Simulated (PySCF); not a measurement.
Protonation sites of methanesulfonic acid

System: `CS(=O)(=O)O` (CH4O3S). Non-hydrogen atoms are numbered in `[CH3:1][S:2](=[O:3])(=[O:4])[OH:5]`.

Energies: ωB97X-D3(BJ)/def2-TZVP (PySCF, density fitting, integration grid level 2) on PBE0-D3(BJ)/def2-SVP structures. Zero-point and thermal terms (298.15 K, 1 bar) come from unscaled PBE0-D3(BJ)/def2-SVP harmonic frequencies, with soft modes damped to free rotors in the entropy.

```
                        site          product  PA / eV  GB / eV
O3 (oxygen on the chalcogen)  CS(=O)(O)=[OH+]     7.92     7.59
```

PA is −ΔH and GB is −ΔG of B + H⁺ → BH⁺ in the gas phase. Sites whose products fell apart, merged with another or lost in a GFN2-xTB screen aren't listed.

In water the product from O3 is solvated 2.59 eV more strongly than the parent (electrostatics only).

Measured values (NIST Chemistry WebBook, evaluated or the median of agreeing entries): proton affinity (−ΔH) 761 kJ/mol (computed 764, difference 2); gas-phase basicity (−ΔG) 729 kJ/mol (computed 733, difference 4).

Caveats: O5 is not listed: the run failed or kept an imaginary mode, or the ion rearranged or equalled another; a site not listed may be the best one.

Differences come from unrounded values, so a last digit can differ from that of the printed terms.
